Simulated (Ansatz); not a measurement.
We consider trigonal Se, described by LDA in Ansatz (plane waves, PAW).

Numerical settings: plane-wave cutoff 520 eV, 12×12×8 k mesh (along the axes of the cell as run), perturbation theory, scalar-relativistic PAW data made under PBE.

The cell has the measured lattice parameters. Conventional cell: a = 4.3660 Å, b = 4.3660 Å, c = 4.9540 Å, α = 90.00°, β = 90.00°, γ = 120.00°.

Space group P3₁21 (No. 152); a = b = 4.3660 Å, c = 4.9540 Å, α = β = 90.00°, γ = 120.00°

```json
[
 {"atom": "Se", "site": "3a", "symmetry": ".2.", "x": "0.7713", "y": "0.7713", "z": "0.0000"}
]
```

Harmonic phonon frequencies (cm⁻¹; i marks an imaginary mode):

```
q point                      frequencies
-------  -------------------------------
Γ          0 0 0 101 132 132 217 217 219
M        26 39 52 65 125 128 207 212 240
K        28 28 41 67 125 125 208 208 248
```

No imaginary mode appears at these points.

Note: the run warned that the k mesh is coarse for the response to a field; the cell isn't this level's own, so it is under some stress, which shifts stiffness and frequencies.

Ansatz is a first-principles code.
